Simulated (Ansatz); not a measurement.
# How methods differ on AlNH2F (SMILES [NH2][Al][F])

AlNH2F has 5 atoms, charge 0, and is taken as a doublet. SMILES: `[NH2][Al][F]`. Geometry: relaxed at PBE0-D4/def2-TZVP. This is one conformer, not always the lowest.

| atom | x (Å) | y (Å) | z (Å) |
| --- | --- | --- | --- |
| N | -0.3847 | 0.4990 | -0.2638 |
| Al | 0.6320 | -0.2828 | 0.9495 |
| F | 1.2287 | -1.7868 | 0.5900 |
| H | -0.8043 | 1.4083 | -0.1627 |
| H | -0.6217 | 0.0886 | -1.1544 |

Quantity: the energy change with the N1–H5 bond stretched from 1.009 to 2.522 Å, in eV. The values are calculated.

| level | kind | program | value (eV) | less CCSD(T)/STO-3G |
| --- | --- | --- | --- | --- |
| UHF/STO-3G | Hartree–Fock | Ansatz | 4.51 | -0.50 |
| USVWN5/STO-3G | LDA | Ansatz | 5.08 | +0.07 |
| U-revPBE/STO-3G | GGA | Ansatz | 4.43 | -0.58 |
| UBLYP/STO-3G | GGA | Ansatz | 4.37 | -0.64 |
| U-r2SCAN/STO-3G | meta-GGA | Ansatz | 4.76 | -0.25 |
| UPBE0/STO-3G | global hybrid | Ansatz | 5.02 | +0.01 |
| UCAM-B3LYP/STO-3G | range-separated hybrid | Ansatz | 5.19 | +0.18 |
| UMP2/STO-3G | perturbation theory | Ansatz | 4.99 | -0.02 |
| UBCCD(T)/STO-3G | coupled cluster or CI | Ansatz | 5.01 | 0.00 |
| UCCSD(T)/STO-3G | coupled cluster or CI | Ansatz | 5.01 | 0.00 |

Differences are taken from UCCSD(T)/STO-3G for orientation; it has basis-set and higher-order errors of its own. At this stretch a single reference begins to fail. The first shape isn't each level's own minimum. The values span 4.37 to 5.19 eV. Spin contamination of the reference (⟨S²⟩ at least 0.1 too high) touches UHF/STO-3G, U-r2SCAN/STO-3G, UPBE0/STO-3G, UCAM-B3LYP/STO-3G, UMP2/STO-3G, UBCCD(T)/STO-3G, UCCSD(T)/STO-3G. All rows use very small basis sets, so even the best lies far from the true value.
